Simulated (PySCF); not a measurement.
Geometries of 2 isomers of C5H9N, from PySCF 2.14.0, PBE0-D3(BJ)/def2-SVP geometry optimisation, gas phase. One conformer each, no zero-point energy, no frequencies.

Question: Which is lower in electronic energy at this level?
A.
```xyz
15
angstrom
C      0.135   -2.478    1.278
N      0.078   -1.436    0.742
C      0.009   -0.165    0.086
C     -0.657    0.829    1.040
C      1.435    0.277   -0.250
C     -0.820   -0.330   -1.190
H     -0.723    1.818    0.563
H     -1.673    0.496    1.299
H     -0.077    0.925    1.968
H      1.414    1.253   -0.756
H      2.038    0.369    0.664
H      1.920   -0.453   -0.914
H     -0.890    0.634   -1.714
H     -0.354   -1.063   -1.864
H     -1.836   -0.675   -0.951
```
B.
```xyz
15
angstrom
C     -2.192    0.262    0.392
C     -0.929   -0.413   -0.118
C      0.344    0.294    0.326
C      1.605   -0.401   -0.189
C      2.836    0.263    0.223
N      3.801    0.806    0.559
H     -2.262    1.301    0.034
H     -3.095   -0.269    0.056
H     -2.213    0.291    1.493
H     -0.951   -0.461   -1.221
H     -0.901   -1.462    0.227
H      0.382    0.344    1.427
H      0.336    1.338   -0.027
H      1.595   -0.449   -1.291
H      1.643   -1.444    0.167
```

Answer: B. That is pentanenitrile, `CCCCC#N`, 17.0 kcal/mol below the other.

```json
{"SMILES": "CCCCC#N", "atoms numbered as above": "[CH3:1][CH2:2][CH2:3][CH2:4][C:5]#[N:6]", "E (Eh)": "-250.21376", "relative (kcal/mol)": "0.0", "relative (kJ/mol)": "0.0", "dipole (D)": "4.13"}
{"SMILES": "[C-]#[N+]C(C)(C)C", "atoms numbered as above": "[C-:1]#[N+:2][C:3]([CH3:4])([CH3:5])[CH3:6]", "E (Eh)": "-250.18673", "relative (kcal/mol)": "17.0", "relative (kJ/mol)": "71.0", "dipole (D)": "4.01"}
```
